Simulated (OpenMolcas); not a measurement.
**One shape, several levels: C3H4F2 (SMILES F/C=C\CF)**

We compute a comparison of 6 runs (HF/STO-3G, HF/3-21G, B2PLYP/6-31G*, M06-L/6-31G*, r2SCAN/6-31G*, B3LYP/6-31G*) of C3H4F2. 

The results are computed with OpenMolcas 26.06.

### Step 1. The structure to begin with

The species is C3H4F2 (9 atoms), meant as a singlet with charge 0. As SMILES, `F/C=C\CF`. The shape is that of a PBE0-D4/def2-TZVP optimisation. This is one conformer, not always the lowest.

Bond lengths: F1–C2 1.336 Å, C2–C3 1.320 Å, C3–C4 1.485 Å, C4–F5 1.387 Å, C2–H6 1.084 Å, C3–H7 1.084 Å, C4–H8 1.095 Å, C4–H9 1.091 Å. Some angles: F1–C2–C3 122.6°, C2–C3–C4 124.9°, C3–C4–F5 109.9°, F1–C2–H6 112.2°, C3–C2–H6 125.2°, C2–C3–H7 117.2°, C4–C3–H7 117.9°, C3–C4–H8 111.0°, C3–C4–H9 111.5°, F5–C4–H8 107.0°.

### Step 2. Energy and forces at HF/STO-3G (run 1)

Input file job.input:

```
&gateway
 baslib=$CurrDir
 coord
 9
 angstrom
 F       -1.771300       0.696200      -0.764200
 C       -0.756800      -0.083800      -1.148800
 C        0.269900      -0.355400      -0.364300
 C        0.439500       0.155200       1.019400
 F        1.656600       0.811400       1.133700
 H       -0.888900      -0.458700      -2.156900
 H        1.042400      -1.001300      -0.765600
 H        0.449800      -0.666700       1.742700
 H       -0.352600       0.856800       1.286900
 basis=STO-3G
 group=NoSym

&seward

&scf
 thresholds=1e-10 1e-07 1e-07 1e-05
 prorbitals=1 1

&alaska
```

The basis set STO-3G is read from a file made from the Basis Set Exchange's data (not shown).

Run with:

```
$ export MOLCAS_MEM=1860
$ pymolcas job.input > job.log
```

What it wrote:

```text
--- Start Module: gateway ---
[...]
--- Stop Module: gateway /rc=_RC_ALL_IS_WELL_ ---
[...]
      Basis functions           29
[...]
--- Start Module: scf ---
[...]
       Convergence after  12 Iterations
[...]
::    Total SCF energy                               -310.5613655521
[...]
      Total spin, S                                     0.0000000000
[...]
      Total electronic charge=   40.000000
      Total            charge=   -0.000000
[...]
      Dipole Moment (debye):
      Origin of the operator (angstrom)=   -0.0320    0.3070    0.0154
                   X= -4.7126E-01               Y= -1.0909E+00               Z= -5.4737E-01           Total=  1.3084E+00
      Quadrupole Moment (debye*angstrom):
[...]
--- Stop Module: scf /rc=_RC_ALL_IS_WELL_ ---
[...]
--- Start Module: alaska ---
[...]
 *              Molecular gradients               *
 **************************************************
  Irreducible representation: a
 ------------------------------------------------------------------------------------------
                              X                       Y                       Z
 ------------------------------------------------------------------------------------------
  F1                1.70736531687066E-02   -1.34737600375905E-02   -7.53409909839647E-03
  C2               -1.34683828960651E-02    3.48621822876982E-03   -9.08330927113976E-03
  C3                1.12519477947322E-02    1.83212105459187E-02    4.39478028326793E-02
  C4               -1.55311102946807E-02   -1.27434952181575E-02   -2.53675263221798E-02
  F5               -7.93439543517316E-03   -5.44598691680154E-03   -1.24680645013520E-03
  H6               -5.70252541712080E-03    6.27215605761866E-03    6.98062855267434E-03
  H7               -1.46296177624627E-04   -1.73647885066242E-03   -4.13835240848281E-03
  H8                6.02292635843339E-03    4.80112585277537E-03   -2.91906145685195E-03
[...]
--- Stop Module: alaska /rc=_RC_ALL_IS_WELL_ ---
[...]
```

It took 5.4 s on 1 thread of AMD EPYC 7R43 (Zen 3), shared host; peak memory 0.37 GiB.

### Step 3. Energy and gradient at HF/3-21G (run 2)

Input file job.input:

```
&GATEWAY
  BasLib=$CurrDir
  Coord
  9
  angstrom
  F       -1.771300       0.696200      -0.764200
  C       -0.756800      -0.083800      -1.148800
  C        0.269900      -0.355400      -0.364300
  C        0.439500       0.155200       1.019400
  F        1.656600       0.811400       1.133700
  H       -0.888900      -0.458700      -2.156900
  H        1.042400      -1.001300      -0.765600
  H        0.449800      -0.666700       1.742700
  H       -0.352600       0.856800       1.286900
  Basis=3-21G
  Group=NoSym

&SEWARD

&SCF
  Thresholds=1e-10 1e-07 1e-07 1e-05
  PrOrbitals=0

&ALASKA
```

The basis set 3-21G is read from a file made from the Basis Set Exchange's data (not shown).

Run with:

```
$ export MOLCAS_MEM=1860
$ pymolcas job.input > job.log
```

What it wrote:

```text
--- Start Module: gateway ---
[...]
--- Stop Module: gateway /rc=_RC_ALL_IS_WELL_ ---
[...]
      Basis functions           53
[...]
--- Start Module: scf ---
[...]
       Convergence after  13 Iterations
[...]
::    Total SCF energy                               -313.0537568279
[...]
      Total spin, S                                     0.0000000000
[...]
      Total electronic charge=   40.000000
      Total            charge=   -0.000000
[...]
      Dipole Moment (debye):
      Origin of the operator (angstrom)=   -0.0320    0.3070    0.0154
                   X= -7.4726E-01               Y= -2.0747E+00               Z= -9.2342E-01           Total=  2.3907E+00
      Quadrupole Moment (debye*angstrom):
[...]
--- Stop Module: scf /rc=_RC_ALL_IS_WELL_ ---
[...]
--- Start Module: alaska ---
[...]
 *              Molecular gradients               *
 **************************************************
  Irreducible representation: a
 ------------------------------------------------------------------------------------------
                              X                       Y                       Z
 ------------------------------------------------------------------------------------------
  F1                1.86006461507766E-02   -1.50505120055024E-02   -9.11106861636015E-03
  C2               -2.86788374785694E-02    2.00118632211095E-02    4.41551856660904E-03
  C3                9.09742027829585E-03    7.44746039336830E-03    2.45257060913069E-02
  C4                1.87520625179443E-02    3.29468911083142E-03   -1.36373946487907E-02
  F5               -1.74434919151025E-02   -8.11717999737827E-03   -1.07878688462915E-03
  H6               -4.29644207622126E-03   -2.73749913707166E-03   -1.15157493083564E-02
  H7                5.61531197241338E-03   -6.46777149297639E-03   -4.72649918444090E-03
  H8                2.81228873184930E-03   -6.37635194054642E-03    7.31200695350731E-03
[...]
--- Stop Module: alaska /rc=_RC_ALL_IS_WELL_ ---
[...]
```

Run time: 6.9 s. Hardware: 1 thread of AMD EPYC 7R43 (Zen 3), shared host; peak memory 0.38 GiB.

Run 3 isn't shown in full; the table further down has it.

### Step 4. Energy and gradient at M06-L/6-31G(d) (spherical functions) (run 4)

Input file test.input:

```
&GATEWAY
  BasLib
  $CurrDir
  Coord
  9
  angstrom
  F       -1.771300       0.696200      -0.764200
  C       -0.756800      -0.083800      -1.148800
  C        0.269900      -0.355400      -0.364300
  C        0.439500       0.155200       1.019400
  F        1.656600       0.811400       1.133700
  H       -0.888900      -0.458700      -2.156900
  H        1.042400      -1.001300      -0.765600
  H        0.449800      -0.666700       1.742700
  H       -0.352600       0.856800       1.286900
  Basis
  6-31Gs
  Group
  NoSym

&SEWARD
  GridInput
  Grid=UltraFine
  End of Grid

&SCF
  KSDFT
  M06L
  Thresholds
  1e-10 1e-07 1e-07 1e-05
  PrOrbitals
  1 2

&ALASKA
```

The basis set 6-31G* is read from a file made from the Basis Set Exchange's data (not shown).

Run with:

```
$ export MOLCAS_MEM=1860
$ pymolcas test.input > test.log
```

What it wrote:

```text
--- Start Module: gateway ---
[...]
--- Stop Module: gateway /rc=_RC_ALL_IS_WELL_ ---
[...]
      Basis functions           78
[...]
--- Start Module: scf ---
[...]
       Convergence after  16 Iterations
[...]
::    Total KS-DFT energy                            -316.3131922260
[...]
      Total spin, S                                     0.0000000000
[...]
      Total electronic charge=   40.000000
      Total            charge=   -0.000000
[...]
      Dipole Moment (debye):
      Origin of the operator (angstrom)=   -0.0320    0.3070    0.0154
                   X= -6.7544E-01               Y= -1.4999E+00               Z= -7.3838E-01           Total=  1.8031E+00
      Quadrupole Moment (debye*angstrom):
[...]
--- Stop Module: scf /rc=_RC_ALL_IS_WELL_ ---
[...]
--- Start Module: alaska ---
[...]
 *              Molecular gradients               *
 **************************************************
  Irreducible representation: a
 ------------------------------------------------------------------------------------------
                              X                       Y                       Z
 ------------------------------------------------------------------------------------------
  F1                5.02120393637639E-03   -3.36875934632808E-03   -1.51121658915276E-03
  C2                2.88357329379885E-03   -6.59301847685256E-05    4.29669161471047E-03
  C3               -5.16783333931858E-03    1.51215124839243E-03   -5.62139106445581E-03
  C4               -2.58494020665667E-03    1.06219500734861E-04    3.72039313973715E-03
  F5               -3.04944583112920E-03   -1.13428406529970E-03   -5.57250703448808E-04
  H6                4.39614345945638E-04    9.11434455004745E-04    2.65168008561911E-03
  H7               -2.09656823403970E-03    1.09579635304469E-03    3.06161424002971E-04
  H8                1.25277250941822E-03    1.88729496951545E-03   -2.50582743979288E-03
[...]
--- Stop Module: alaska /rc=_RC_ALL_IS_WELL_ ---
[...]
```

It took 80 s on 1 thread of AMD EPYC 7R43 (Zen 3), shared host; peak memory 0.44 GiB.

Run 5 isn't shown in full; the table further down has it.

### Step 5. Energy and gradient at B3LYP/6-31G(d) (Cartesian functions) (run 6)

Input file job.inp:

```
* C3H4F2 Kohn-Sham DFT

&GATEWAY
 BasLib
 $CurrDir
 Coord
 9
 angstrom
 F       -1.771300       0.696200      -0.764200
 C       -0.756800      -0.083800      -1.148800
 C        0.269900      -0.355400      -0.364300
 C        0.439500       0.155200       1.019400
 F        1.656600       0.811400       1.133700
 H       -0.888900      -0.458700      -2.156900
 H        1.042400      -1.001300      -0.765600
 H        0.449800      -0.666700       1.742700
 H       -0.352600       0.856800       1.286900
 Basis
 6-31Gs
 Group
 NoSym

&SEWARD
 GridInput
 Grid=UltraFine
 End of Grid

&SCF
 KSDFT
 B3LYP
 Thresholds
 1e-10 1e-07 1e-07 1e-05
 PrOrbitals
 1

&ALASKA
```

The basis set 6-31G* is read from a file made from the Basis Set Exchange's data (not shown).

Run with:

```
$ export MOLCAS_MEM=1860
$ pymolcas job.inp > job.log
```

What it wrote:

```text
--- Start Module: gateway ---
[...]
--- Stop Module: gateway /rc=_RC_ALL_IS_WELL_ ---
[...]
      Basis functions           83
[...]
--- Start Module: scf ---
[...]
       Convergence after  14 Iterations
[...]
::    Total KS-DFT energy                            -316.3611883403
[...]
      Total spin, S                                     0.0000000000
[...]
      Total electronic charge=   40.000000
      Total            charge=   -0.000000
[...]
      Dipole Moment (debye):
      Origin of the operator (angstrom)=   -0.0320    0.3070    0.0154
                   X= -6.7308E-01               Y= -1.5170E+00               Z= -7.4559E-01           Total=  1.8194E+00
      Quadrupole Moment (debye*angstrom):
[...]
--- Stop Module: scf /rc=_RC_ALL_IS_WELL_ ---
[...]
--- Start Module: alaska ---
[...]
 *              Molecular gradients               *
 **************************************************
  Irreducible representation: a
 ------------------------------------------------------------------------------------------
                              X                       Y                       Z
 ------------------------------------------------------------------------------------------
  F1                8.30993953593406E-03   -6.00448655416486E-03   -2.79231099473704E-03
  C2                2.85281713585217E-04    2.70319036930999E-03    6.99917720703169E-03
  C3               -5.31721145893993E-03    4.18200584660156E-03    3.99672969750409E-04
  C4                1.41068248808862E-03   -5.01310393587584E-04   -3.67635799569754E-03
  F5               -7.17964537724747E-03   -3.45727956795105E-03   -5.71832843203168E-04
  H6                3.05138565738772E-04    5.50889543041055E-04    1.71792052304776E-03
  H7               -1.78286363859437E-03    9.64078521546341E-04   -7.03291138737239E-05
  H8                1.31630429187850E-03    1.68188878953268E-03   -1.65680435362336E-03
[...]
--- Stop Module: alaska /rc=_RC_ALL_IS_WELL_ ---
[...]
```

Run time: 62 s. Hardware: 1 thread of AMD EPYC 7R43 (Zen 3), shared host; peak memory 0.45 GiB.

### Step 6. All runs side by side

| run | level | task | frozen core orbitals | energy (Eh) | dipole moment (D) | HOMO energy (eV) | LUMO energy (eV) | wall time |
| --- | --- | --- | --- | --- | --- | --- | --- | --- |
| 1 | HF/STO-3G | gradient | – | -310.561366 | 1.31 | -8.35 | 8.12 | 5.4 s |
| 2 | HF/3-21G | gradient | – | -313.053757 | 2.39 | -10.60 | 4.41 | 6.9 s |
| 3 | B2PLYP/6-31G* (spherical functions) | energy | 5 | -316.062730 | 1.99 | -8.61 | 1.98 | 39 s |
| 4 | M06-L/6-31G* (spherical functions) | gradient | – | -316.313192 | 1.80 | -6.48 | -0.46 | 80 s |
| 5 | r2SCAN/6-31G* (spherical functions) | gradient | – | -316.197448 | 1.81 | -6.49 | -0.46 | 74 s |
| 6 | B3LYP/6-31G* (Cartesian functions) | gradient | – | -316.361188 | 1.82 | -7.24 | 0.21 | 62 s |

### Step 7. What came out

```
                       quantity          value
            run 6: total energy  -316.36119 Eh
           run 6: dipole moment         1.82 D
             run 6: HOMO energy       -7.24 eV
             run 6: LUMO energy        0.21 eV
           run 6: HOMO–LUMO gap        7.44 eV
run 6: largest force on an atom     0.546 eV/Å
```

In words: The dipole moment (its size) runs from 1.31 D (HF/STO-3G) to 2.39 D (HF/3-21G). The HOMO–LUMO gap runs from 6.02 eV (M06-L/6-31G*) to 16.47 eV (HF/STO-3G). The two ends differ in method and basis. For B2PLYP the log adds the whole second-order term; the table takes 0.27 of it, as the functional is defined. Totals of different functionals can't be ranked against each other. In run 1 the basis is minimal, so the values are rough. All runs together took 4.5 min, the longest 80 s.
